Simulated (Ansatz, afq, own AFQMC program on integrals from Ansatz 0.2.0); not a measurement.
# NH⁻, doublet: AFQMC among the cluster methods

```xyz
2

N     0.0000    0.0000    0.0000
H     0.0000    0.0000    0.9530
```

Basis 6-31++G**. Noble-gas cores (and the filled d shells of Ga–Kr and In–Xe) are frozen. Integrals, coupled cluster, full CI and functionals: Ansatz 0.2.0; the random walks run on the same integrals in our own AFQMC program. The CISD trial takes its coefficients from CCSD amplitudes. Released means that phaseless walkers are propagated on without the constraint, phases kept. Free AFQMC starts from the CCSD state and is never constrained. Its projection time is finite, and what remains of the start isn't in its error. Uncertainties: one standard error, sampling alone.

Determinant: UHF, the one that the program's search chose, which needn't be the lowest solution. The geometry is a point of a scan.

Full CI on the same integrals is exact in this basis and with this determinant's frozen core.

Cautions: an unrestricted solution with more broken spin lies lower (279 meV, ⟨S²⟩ 1.76).

The T1 diagnostic is 0.0234. The weight of the determinant in the CISD state is 0.925, the ⟨S²⟩ of the determinant is 0.780 and the size of the correlated space is 7 electrons in 24 orbitals.

```
  level  correlation energy (eV)
    MP2                  -4.2234
   CCSD                  -4.6212
CCSD(T)                  -4.7368
```

Estimate where free-projection AFQMC lies against CCSD(T) on the same integrals.

0.70 ± 0.05 kcal/mol below CCSD(T).

Reference: full CI, correlation energy -4.766 eV. The released energy is read at 2.40 1/Eh (meV from the phaseless value at times in 1/Eh: 1.4 ± 2.2 at 0.24, -3.6 ± 1.4 at 0.51, -6.9 ± 1.7 at 0.99, -6.6 ± 1.7 at 1.62, -5.2 ± 1.9 at 2.40).

```csv
level,E − E(reference) (kcal/mol),share of correlation (%)
CCSD(T),0.67,99.39
CCSDT,0.29,99.74
CCSDT(Q),-0.02,100.02
CCSDTQ,0.01,100.00
ph-AFQMC/HF,-0.31 ± 0.46,100.29
ph-AFQMC/CISD,0.16 ± 0.10,99.85
released AFQMC,0.05 ± 0.04,99.96
free AFQMC,-0.02 ± 0.05,100.02
```

CCSDT and higher add their correlation energy to the determinant of the CCSD(T) run, since their own runs factorise the integrals more tightly (a shift of under 2 meV). Free projections are given only where their last times agree within the noise and don't stop above the reference; a slow remainder of the start can still hide under it. A walk keeps the symmetry of its determinant, which the program's search chose and which needn't be the lowest solution, so a lower state of the same spin and another symmetry isn't excluded. Released energies are given only where the last usable release times agree within the noise; a slower fall can still hide under it.
